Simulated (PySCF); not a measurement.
Basis-set dependence of excited states

Species: C₅H₇Cl.
SMILES: `C[C@@]12C[C@@H]1[C@@H]2Cl`

TDDFT with PBE0 (PySCF), vertical singlets, core orbitals frozen in the response, spherical d and f functions. Isolated species at its PBE0-D3(BJ)/def2-SVP geometry, gas phase.

Problem. How do the low singlets change with the basis? Take 6-31G*, def2-SVP, def2-SVPD and def2-TZVP.

Solution. 

```csv
basis,functions,diffuse,S1 (eV),S2 (eV),S3 (eV),S4 (eV),S5 (eV),LUMO (eV),α (au)
6-31G*,102,no,7.41,7.57,7.97,8.62,8.86,1.48,58.0
def2-SVP,123,no,7.67,7.87,7.98,8.23,8.44,1.72,58.6
def2-SVPD,183,yes,7.01,7.15,7.25,7.61,7.63,0.63,70.3
def2-TZVP,234,no,7.22,7.30,7.49,7.75,8.01,1.06,67.3
```

States are compared by their number. Against the only diffuse basis here (def2-SVPD, itself not a converged limit), sets without diffuse functions differ by up to 0.66 eV in S1 and 1.22 eV in S5. S1 is led by HOMO-1→LUMO (89%) in 6-31G* and by HOMO→LUMO (97%) in def2-SVPD. S1 is led by HOMO-1→LUMO (59%) in def2-SVP and by HOMO→LUMO (97%) in def2-SVPD. State by state, the largest deviation of a set without diffuse functions is S1 0.66, S2 0.71, S3 0.73, S4 1.01, S5 1.22 eV. The same number needn't mean the same state in each row. Against def2-SVPD the polarisability deviates by -18% in 6-31G*, -17% in def2-SVP, -4% in def2-TZVP.
